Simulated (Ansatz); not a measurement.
**Elastic constant C11 of some fcc solids**

Method: PBEsol (Ansatz, a quantum-chemistry and plane-wave program, PAW). References are measured values corrected to a static lattice or taken at low temperature (these still hold zero-point motion).

Values in GPa.

```tsv
solid	reference	PBEsol	error (%)
fcc Ni	261	326	+25
fcc Pt	358	357	-0.3
fcc Au	202	196	-3.0
fcc Al	114	112	-1.8
fcc Ag	131	145	+10.7
fcc Cu	176	211	+19.9
fcc Pd	234	243	+3.8
```

Over these 7 solids the mean error is +7.8 %, the mean absolute error 9.2 % (median 3.8 %), and the worst case fcc Ni at +25 %; the value is above the reference in 4 of 7 cases.

All these references are low-temperature values that still hold zero-point motion.

Spin–orbit coupling is left out, also for the solids with elements from indium on (fcc Pt, fcc Au); its size isn't shown.

Differences are worked out from the printed values.

Each level is taken at its own relaxed cell. Ansatz's density-functional and Hartree–Fock values are scalar-relativistic unless marked +SOC, with PAW data made under PBE.

Ansatz's runs of these crystals have no spin polarisation, but for fcc Ni.

Density-functional runs with spin start from parallel moments for fcc Ni.

Not in this set, of the fcc solids with a reference value in our tables and a result at some level: 4 for a reference at room or unstated temperature (fcc Ir, fcc Pb, fcc Rh, fcc Sr). These can be a level's worst cases. Values held back for tests aren't counted. Layered and molecular crystals are counted apart. The metals Ce to Yb are counted apart.

References as tabulated in Li et al. (2021), arXiv:2102.01972; Malica and Corso (2021), arXiv:2109.00459.
